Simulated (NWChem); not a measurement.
Program: NWChem. System: C3H4, charge 1, spin multiplicity 2, at the geometry of a parent with another charge or spin, in a state set for the comparison that need not be this species' ground state. Its SCF solution wasn't tested for a lower state. Level: UHF/def2-TZVP.

Output (cleaned and shortened):

```
             Northwest Computational Chemistry Package (NWChem) 7.3.0
             --------------------------------------------------------

                                NWChem Input Module
                                -------------------

 Scaling coordinates for geometry "geometry" by  1.889725989
 (inverse scale =  0.529177249)

 Turning off AUTOSYM since
 SYMMETRY directive was detected!

                             Geometry "geometry" -> ""
                             -------------------------

 Output coordinates in angstroms (scale by  1.889725989 to convert to a.u.)

  No.       Tag          Charge          X              Y              Z
 ---- ---------------- ---------- -------------- -------------- --------------
    1 C                    6.0000     0.00000000     0.00000000     1.30776200
    2 C                    6.0000     0.00000000     0.00000000     0.00000000
    3 C                    6.0000     0.00000000     0.00000000    -1.30776200
    4 H                    1.0000     0.00000000    -0.93675100     1.87488000
    5 H                    1.0000     0.00000000     0.93675100     1.87488000
    6 H                    1.0000     0.93675100     0.00000000    -1.87488000
    7 H                    1.0000    -0.93675100     0.00000000    -1.87488000

 Effective nuclear repulsion energy (a.u.)      59.0007399211

            Nuclear Dipole moment (a.u.)
            ----------------------------
        X                 Y               Z
 ---------------- ---------------- ----------------
     0.0000000000     0.0000000000     0.0000000000

      Symmetry information
      --------------------

 Group name             C2v
 Group number             16
 Group order               4
 No. of unique centers     5

      Symmetry unique atoms

     1    2    3    4    6


 Summary of "ao basis" -> "" (spherical)
 ------------------------------------------------------------------------------
       Tag                 Description            Shells   Functions and Types
 ---------------- ------------------------------  ------  ---------------------
 *                         def2-tzvp                  on all atoms

 Summary of "ao basis" -> "ao basis" (spherical)
 ------------------------------------------------------------------------------
       Tag                 Description            Shells   Functions and Types
 ---------------- ------------------------------  ------  ---------------------
[...]
              MO Center=  2.3D-15, -3.7D-17,  2.9D-01, r^2= 4.4D+00
   Bfn.  Coefficient  Atom+Function         Bfn.  Coefficient  Atom+Function
  ----- ------------  ---------------      ----- ------------  ---------------
    12      0.849268  1 C  px               108      0.696715  6 H  s
   114     -0.696715  7 H  s                 43     -0.678247  2 C  px
    40     -0.251833  2 C  px                37     -0.246677  2 C  px
    74     -0.244439  3 C  px                 6      0.200182  1 C  px
     9      0.150855  1 C  px

 center of mass
 --------------
 x =   0.00000000 y =   0.00000000 z =   0.00000000

 moments of inertia (a.u.)
 ------------------
         203.498019678243           0.000000000000           0.000000000000
           0.000000000000         203.498019678243           0.000000000000
           0.000000000000           0.000000000000          12.632552763193

  Mulliken analysis of the total density
  --------------------------------------

    Atom       Charge   Shell Charges
 -----------   ------   -------------------------------------------------------
    1 C    6     6.03   0.86  1.12  0.52  0.60  0.17  1.21  1.22  0.25  0.02  0.05  0.00
    2 C    6     5.87   0.86  1.12  0.54  0.75  0.01  1.17  1.20  0.11  0.02  0.08  0.01
    3 C    6     6.11   0.85  1.12  0.50  0.59  0.13  1.23  1.29  0.34  0.02  0.03  0.01
    4 H    1     0.75   0.25  0.44  0.03  0.02
    5 H    1     0.75   0.25  0.44  0.03  0.02
    6 H    1     0.74   0.24  0.44  0.04  0.02
    7 H    1     0.74   0.24  0.44  0.04  0.02

  Mulliken analysis of the alpha density
  --------------------------------------

    Atom       Charge   Shell Charges
 -----------   ------   -------------------------------------------------------
    1 C    6     3.33   0.43  0.56  0.27  0.30  0.10  0.71  0.76  0.16  0.01  0.03  0.00
    2 C    6     3.28   0.43  0.56  0.27  0.41  0.01  0.71  0.75  0.09  0.01  0.05  0.01
    3 C    6     2.87   0.43  0.56  0.24  0.28  0.06  0.56  0.56  0.14  0.01  0.02  0.00
    4 H    1     0.36   0.12  0.21  0.01  0.01
    5 H    1     0.36   0.12  0.21  0.01  0.01
    6 H    1     0.40   0.13  0.23  0.02  0.01
    7 H    1     0.40   0.13  0.23  0.02  0.01

   Mulliken analysis of the beta density
   -------------------------------------

    Atom       Charge   Shell Charges
 -----------   ------   -------------------------------------------------------
    1 C    6     2.70   0.43  0.56  0.26  0.30  0.07  0.49  0.46  0.09  0.01  0.02  0.00
    2 C    6     2.59   0.43  0.56  0.26  0.34  0.01  0.47  0.45  0.02  0.01  0.03  0.01
    3 C    6     3.25   0.43  0.56  0.26  0.31  0.07  0.67  0.73  0.20  0.01  0.01  0.00
    4 H    1     0.39   0.13  0.23  0.02  0.01
    5 H    1     0.39   0.13  0.23  0.02  0.01
    6 H    1     0.35   0.12  0.21  0.01  0.01
    7 H    1     0.35   0.12  0.21  0.01  0.01

   Mulliken analysis of the spin density
   -------------------------------------

    Atom       Charge   Shell Charges
 -----------   ------   -------------------------------------------------------
    1 C    6     0.63   0.00 -0.00  0.01 -0.00  0.02  0.22  0.31  0.06  0.00  0.02  0.00
    2 C    6     0.69   0.00 -0.00  0.01  0.06  0.00  0.24  0.30  0.07  0.00  0.02  0.00
    3 C    6    -0.38  -0.00  0.00 -0.01 -0.03 -0.01 -0.12 -0.17 -0.06  0.00  0.01  0.00
    4 H    1    -0.02  -0.00 -0.01 -0.01  0.00
    5 H    1    -0.02  -0.00 -0.01 -0.01  0.00
    6 H    1     0.05   0.01  0.03  0.01 -0.00
    7 H    1     0.05   0.01  0.03  0.01 -0.00

       Multipole analysis of the density wrt the origin
       ------------------------------------------------

     L   x y z        total         alpha         beta         nuclear
     -   - - -        -----         -----         ----         -------
     0   0 0 0      1.000000    -11.000000    -10.000000     22.000000

     1   1 0 0      0.000000      0.000000      0.000000      0.000000
     1   0 1 0     -0.000000     -0.000000     -0.000000      0.000000
     1   0 0 1      0.362642     -0.829263      1.191905      0.000000

     2   2 0 0    -10.885673     -9.729887     -7.423022      6.267235
     2   1 1 0     -0.000000     -0.000000      0.000000      0.000000
     2   1 0 1      0.000000      0.000000      0.000000      0.000000
     2   0 2 0    -12.244545     -9.462612     -9.049168      6.267235
     2   0 1 1      0.000000      0.000000      0.000000      0.000000
     2   0 0 2     -2.471597    -64.428461    -61.543387    123.500251

 Task  times  cpu:        8.6s     wall:        8.6s

 Total times  cpu:        8.6s     wall:        8.6s
```

Write an NWChem input that would produce this output.

This is not unique; one that fits is 
```
start mol
memory heap 200 mb stack 800 mb global 1000 mb
charge 1
geometry units angstroms nocenter noautoz
  C      0.000000     0.000000     1.307762
  C      0.000000     0.000000    -0.000000
  C      0.000000     0.000000    -1.307762
  H      0.000000    -0.936751     1.874880
  H      0.000000     0.936751     1.874880
  H      0.936751     0.000000    -1.874880
  H     -0.936751     0.000000    -1.874880
  symmetry group C2v
end
basis spherical
  * library def2-tzvp
end
scf
  uhf
  nopen 1
  maxiter 100
  thresh 1e-7
  semidirect memsize 60000000 filesize 0
  # guess.movecs holds the orbitals of an unrestricted PBE0 run
  vectors input guess.movecs output mol.movecs
end
task scf energy
```
